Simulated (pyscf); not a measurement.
7 group-13 steps of one kind (1,1-elimination, closed-shell): barrier in kJ/mol, from the separated reactants or the lowest minimum found. Optimised with ωB97X-D3(BJ)/def2-SVP in PySCF. Functionals in def2-TZVP; the last column is ωB97M-D3(BJ)/def2-TZVP. Rows were drawn at random from the steps of this kind and element class whose saddle was verified and whose references are stable.

| step | PBE | r²SCAN | M06-2X | ωB97M-D3(BJ) |
|---|---|---|---|---|
| Cl–InH–Cl -> HCl + Cl–In [singlet] | (withheld) | 154.2 | 183.8 | 187.0 |
| Cl–AlH–Cl → HCl + Al–Cl [singlet] | 250.3 | 284.0 | 297.9 | 301.5 |
| GaH₃ -> GaH [singlet] + H₂ | 213.2 | 231.1 | 255.6 | 254.7 |
| Cl–GaH₂ → Cl–Ga [singlet] + H₂ | 269.7 | 289.7 | 312.1 | 312.5 |
| H₂P–InH₂ -> H₂P–In [singlet] + H₂ | (withheld) | 203.7 | 232.8 | 234.6 |
| H₂N–GaH₂ → H₂N–Ga [singlet] + H₂ | 255.5 | 274.0 | 297.3 | 297.1 |
| F–GaH–Cl → Cl–Ga [singlet] + HF | 181.3 | 210.0 | 240.8 | 226.7 |

Q: Complete the blanks.

A: 
- Cl–InH–Cl -> HCl + Cl–In [singlet], PBE: 132.5
- H₂P–InH₂ -> H₂P–In [singlet] + H₂, PBE: 187.5

Differences from the last column (kJ/mol): PBE: mean -46.3, median -45.4, mean size 46.3, lower in 7 of 7; r²SCAN: mean -23.9, median -23.1, mean size 23.9, lower in 7 of 7; M06-2X: mean +0.9, median -0.4, mean size 3.5, lower in 4 of 7. PBE is closest for row 3 (41.5 kJ/mol apart) and farthest for row 1 (54.5 kJ/mol). PBE, r²SCAN and M06-2X carry no added dispersion term. The last column is a level with limits of its own. Each barrier is that of the saddle found. Elements up to Kr have no core potential and no relativistic terms here. Elements past Kr carry the def2 core potentials, without spin-orbit coupling.
